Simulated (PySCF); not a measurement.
Working out the ionisation energy of B

B [He] 2s2 2p1 (2P) → B⁺ [He] 2s2 (1S). Calculation: PySCF 2.14, in cc-pVTZ; no relativity, point nucleus. Frozen: 1s2. Energies in hartree (1 hartree = 27.21139 eV):

```
            part   B (lower)  B⁺ (upper)
             UHF  -24.532068  -24.236682
CCSD correlation   -0.064718   -0.059771
             (T)   -0.001315    0.000000
```

Problem. What does Hartree-Fock give?

Solution. (-24.236682) − (-24.532068) = 0.295386 hartree = 8.038 eV.

Problem. What do CCSD and CCSD(T) give?

Solution. The CCSD correlation energies differ by 0.004947 hartree = 0.135 eV and the triples by 0.001315 hartree = 0.036 eV, so CCSD gives 8.173 eV and CCSD(T) 8.209 eV.

Measured between the centres of the two terms (NIST): 8.297 eV, so CCSD(T) (valence) is off by -0.088 eV.

The coupled-cluster amplitudes are large, so a single reference is strained.

What remains against the reference includes basis incompleteness, the frozen core and higher excitations.
